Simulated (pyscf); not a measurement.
`[SiH3][Cl]` + `[H]` [doublet] → `[SiH3][Cl]` + `[H]` [doublet] (substitution at Si; doublet surface; H–Si broken, H–Si formed). Structures and frequencies: ωB97X-D3(BJ)/def2-SVP in PySCF. Correlated levels are frozen-core, on RHF or UHF. ΔMP2 is the change of the MP2 total energy from the triple- to the quadruple-zeta basis. Energies in kcal/mol from the separated reactants.

```tsv
level	barrier	reaction energy
r²SCAN/def2-TZVP	5.0	0.0
B3LYP-D3(BJ)/def2-TZVP	7.7	0.0
PBE0-D3(BJ)/def2-TZVP	[?]	0.0
HF/def2-TZVP	27.6	0.0
MP2/def2-QZVPP	16.5	0.0
CCSD/def2-TZVPP	14.5	0.0
CCSD(T)/def2-TZVPP + ΔMP2(QZVPP)	[?]	0.0
```

**Question.** Some entries are withheld; supply them.

**Answer.** 
- PBE0-D3(BJ)/def2-TZVP, barrier: 8.0
- CCSD(T)/def2-TZVPP + ΔMP2(QZVPP), barrier: 12.7

Of the functionals in the table, PBE0-D3(BJ) is closest to CCSD(T)/def2-TZVPP + ΔMP2(QZVPP) in the barrier (4.7 kcal/mol apart) and r²SCAN least close (7.8 kcal/mol); that level has limits of its own. The same reactants have a lower exit, to •H₂Si–Cl + H₂ (barrier +5.0 kcal/mol at ωB97M-D3(BJ), against +11.5 kcal/mol here). One saddle was located; it need not be the lowest between these sides. The angle at the attacked Si is 60° (front-side attack). The CCSD(T) − MP2 part came from Ansatz, without density fitting, on the same reference.
